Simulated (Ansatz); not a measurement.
We consider fcc Pt, described by r²SCAN in Ansatz (plane waves, PAW).

A relaxed, unreconstructed slab of the (110) face has 12 atoms, two equal faces of 10.987 Å² each and an energy of -150438.6072 eV. A bulk cell of 2 atoms with the same orientation and in-plane k mesh has -25073.5791 eV. Energies are extrapolated to zero smearing.

Run with plane-wave cutoff 500 eV, 14×20×1 k mesh (along the axes of the cell as run), Fermi–Dirac smearing 0.1 eV, scalar-relativistic PAW data made under PBE.

Worked out: γ = (E_slab − N E_bulk per atom)/2A = [-150438.6072 − 12 × (-25073.5791/2)]/(2 × 10.987) = 0.1305 eV/Å². With 16.022 J/m² per eV/Å² this is 2.09 J/m², or 1.43 eV per surface cell and face.

Ansatz is a first-principles code.
